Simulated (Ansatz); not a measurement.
Input file:

```yaml
crystal:
  periodic: [false, false, false]
  atoms:
    - {symbol: Sc, position_ang: [0.000000, 0.000000, 0.000000]}
    - {symbol: B, position_ang: [0.000000, 0.000000, 2.249600]}
basis:
  gaussian: {orbitals: def2-SVP}
magnetization: {spin_polarized: true, initial_magnetization: 0}
hamiltonian: {xc: hf}
output: {orbitals: {seedname: orbitals}}
```

```sh
$ ansatz run in.yaml --threads 1 --pin off --events-out ev --progress --plain --max-ram 2393MiB
```

Output:

```
492 factors; integrals over basis functions are off by at most 1.1e-3 eV
mean field evaluation 1: about -21333.1101 eV, gradient 1.2e1 eV
mean field evaluation 2: about -21333.1287 eV, gradient 1.2e1 eV
mean field evaluation 4: about -21335.2143 eV, gradient 1.0e0 eV
mean field evaluation 8: about -21335.2513 eV, gradient 2.2e-1 eV
mean field evaluation 16: about -21335.2657 eV, gradient 2.3e-5 eV
mean field evaluation 32: about -21337.7824 eV, gradient 2.8e-1 eV
mean field evaluation 64: about -21337.5173 eV, gradient 1.5e-1 eV
mean field evaluation 96: about -21323.3468 eV, gradient 8.4e1 eV
mean field evaluation 128: about -21336.0415 eV, gradient 2.6e-4 eV
mean field evaluation 160: about -21337.4927 eV, gradient 3.3e-1 eV
...
mean field evaluation 736: about -21336.9933 eV, gradient 4.1e0 eV
mean field evaluation 768: about -21336.0415 eV, gradient 4.2e0 eV
mean field evaluation 800: about -21337.9346 eV, gradient 1.8e-2 eV
mean field evaluation 832: about -21335.8056 eV, gradient 1.8e0 eV
mean field evaluation 864: about -21335.2642 eV, gradient 7.6e-2 eV
mean field evaluation 896: about -21337.9257 eV, gradient 7.2e-2 eV
mean field evaluation 928: about -21337.5740 eV, gradient 2.3e-4 eV
mean field evaluation 960: about -21335.4225 eV, gradient 3.6e0 eV
mean field evaluation 992: about -21337.3624 eV, gradient 5.1e0 eV
mean field evaluation 1024: about -21337.9610 eV, gradient 7.7e-6 eV
mean field -21337.96101802 eV, -784.1556040229 hartree, gradient 7.7e-6 eV, S^2 1.951314; 21 other end points of the search recorded, 0 dependent functions left out
reference -21337.96101802 eV, -784.1556040229 hartree; 13, 13 occupied and 32, 32 virtual orbitals, 492 factors
Total energy: -21337.96101802 eV, -784.1556040229 hartree
```

Ran on 1 thread of AMD EPYC 7R43, shared host: 9 s wall, 0.11 GiB peak host memory.
